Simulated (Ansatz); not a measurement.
**AlCN+ (quartet): from Hartree-Fock to the top rungs, cc-pVTZ**

The task here is to estimate one member of a computed series from the others.

The runs use Ansatz 0.2.0, Gaussian basis; cc-pVTZ, core rule «outside noble gas», up to 7 orbitals frozen.

The runs, in order: UHF; CCSD(T) on ROHF; CCSD(T) on UHF; BCCD(T) on ROHF; CCSDT(Q) on ROHF; CCSDT(Q) on UHF; CASSCF and NEVPT2, 11 electrons in 12 orbitals.

10 further runs of the same task are left out: 4 for a known fault of the program, 6 set aside as unsound or not needed.

**The system**

The geometry is a PBE0/def2-TZVP stationary point (not a proven minimum) of the parent state, kept for this charge and spin.

3 atoms, charge 1, spin multiplicity 4.

Atoms are counted from 1 here; the program's logs count them from 0.

Bond lengths: C1–Al2 1.902 Å, Al2–N3 1.738 Å. Angles: C1–Al2–N3 180.0°.

The first run:

in.yaml

```yaml
crystal:
  periodic: [false, false, false]
  atoms:
    - {symbol: C, position_ang: [0.000000, 0.000000, 1.847367]}
    - {symbol: Al, position_ang: [0.000000, 0.000000, -0.054933]}
    - {symbol: N, position_ang: [0.000000, 0.000000, -1.792433]}
basis:
  gaussian: {orbitals: cc-pVTZ}
total_charge: 1
magnetization: {spin_polarized: true, initial_magnetization: 3}
hamiltonian: {xc: hf}
output: {orbitals: {seedname: orbitals}}
```

Command:

```console
> ansatz run in.yaml --threads 1 --pin off --events-out ev --progress --plain --max-ram 4096MiB --backend cpu
```

Among the steps run: UHF; CCSD(T) on ROHF; CCSD(T) on UHF; BCCD(T) on ROHF; CCSDT(Q) on ROHF; CCSDT(Q) on UHF; CASSCF and NEVPT2, 11 electrons in 12 orbitals.

One of the session's tables, all rows but one given; the rest of the session is left out.

| method | from RCCSDT(Q) (kcal/mol) |
| --- | --- |
| UHF | +202.98 |
| RMP2 | +80.37 |
| UMP2 | +57.46 |
| RCCSD | +35.37 |
| UCCSD | +31.25 |
| RCCSD(T) | +7.48 |
| UCCSD(T) | ? |
| BCCD(T) | +21.96 |
| RCCSDT | +13.97 |
| UCCSDT | +12.46 |
| RCCSDT(Q) | 0 |
| UCCSDT(Q) | +9.84 |
| CASSCF valence | +146.95 |
| NEVPT2 valence | +36.34 |

**Question.** Estimate the row for UCCSD(T).

As computed: from RCCSDT(Q) (kcal/mol): +22.00. In the column «from RCCSDT(Q) (kcal/mol)» it lies between BCCD(T) (+21.96) and UCCSD (+31.25).

Left out of the table: ROHF (another determinant or state than the rows shown).

Caveats from the session: The determinant is far from a pure spin state, so its energy mixes those of several spin states (harmless only where they are near-degenerate, as at dissociation). The report flags that the cluster equations may have other roots. The program flags RCCSD(T), UCCSD(T), BCCD(T), RCCSDT(Q) as in doubt, so the zero of the table is itself unsure. Warnings: spin contamination; coupled cluster took another determinant than the lowest; large T1 diagnostic. Restricted and unrestricted rows rest on different reference determinants; where their highest levels disagree by more than a few hundredths of an eV, they describe different states and don't form one ladder.
